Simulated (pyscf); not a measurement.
H₂N–SiH₂–Cl + hydrogen (H₂) → H₃Si–Cl + ammonia (NH₃), a four-centre exchange (singlet surface; N–Si, H–H broken, H–Si, H–N formed). PySCF, gas phase, ωB97X-D3(BJ)/def2-SVP geometries. Energies in kJ/mol from the separated reactants.

Small-basis levels: PySCF, no dispersion term, spherical d functions. AM1 to PM7: differences of heats of formation from MOPAC, which are fitted to 298 K values and so differ in kind from electronic energies by zero-point and thermal terms. GFN2-xTB: tblite. Cost: rough CPU time at the saddle relative to B3LYP/6-31G*, from one job on a shared machine.

| level | barrier | reaction energy | cost |
|---|---|---|---|
| HF/3-21G | 290.6 | +72.4 | 0.07 |
| PBE/6-31G* | 192.8 | +46.3 | 1 |
| B3LYP/STO-3G | 256.6 | +50.1 | 0.6 |
| B3LYP/LANL2DZ | 235.7 | +45.7 | 0.7 |
| B3LYP/6-31G* | 228.4 | +43.1 | 1 |
| PBE/def2-SVP | 172.2 | +40.1 | 2 |
| B3LYP/def2-SVP | [?] | +37.1 | 1 |
| GFN2-xTB | [?] | +9.3 | under 0.02 |
| PM6 | 262.5 | +190.9 | under 0.02 |
| ωB97M-D3(BJ)/def2-TZVP | [?] | +45.2 | – |

Problem. Fill in the missing entries.

Solution. 
- B3LYP/def2-SVP, barrier: 207.0
- GFN2-xTB, barrier: 182.2
- ωB97M-D3(BJ)/def2-TZVP, barrier: 213.2

Against the last row the barrier runs from -41.0 (PBE/def2-SVP) to +77.4 kJ/mol (HF/3-21G). ωB97M-D3(BJ)/def2-TZVP has limits of its own. On the product side the descent ends in a complex, 32.2 kJ/mol under the separated species and 200.5 kJ/mol under the saddle at ωB97X-D3(BJ)/def2-TZVP. One saddle was located; it need not be the lowest between these sides.
